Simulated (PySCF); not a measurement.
**N: ionisation energy**

N [He] 2s2 2p3 (4S) → N+ [He] 2s2 2p2 (3P), as a difference of total energies. All numbers are calculated (PySCF 2.14, scalar relativity by spin-free X2C-1e, in x2c-TZVPPall with one added diffuse shell each of s, p, d type (6s4p3d1f, 40 functions)). Correlated levels: valence: 1s2 frozen; valence and next inner shell: nothing frozen. The calculations carry no spin-orbit coupling.

| method | ionisation energy (eV) |
| --- | --- |
| UHF | 13.891 |
| LDA | 14.994 |
| PBE | 14.723 |
| PBE0 | 14.695 |
| r2SCAN | 14.798 |
| TPSSh | 14.658 |
| B3LYP | 14.652 |
| revPBE | 14.653 |
| wB97X | 14.570 |
| MP2 (valence) | 14.566 |
| SCS-MP2 (valence) | 14.312 |
| MP2 (valence and next inner shell) | 14.578 |
| SCS-MP2 (valence and next inner shell) | 14.320 |

Q: How much does correlation contribute at MP2 (valence and next inner shell)?

A: 14.578 − (13.891) = 0.687 eV, measured against UHF.

Errors of the correlated levels include the incompleteness of this basis and the frozen core.

For comparison: 14.545 eV (measured; NIST levels, between the centres of gravity of the two terms).
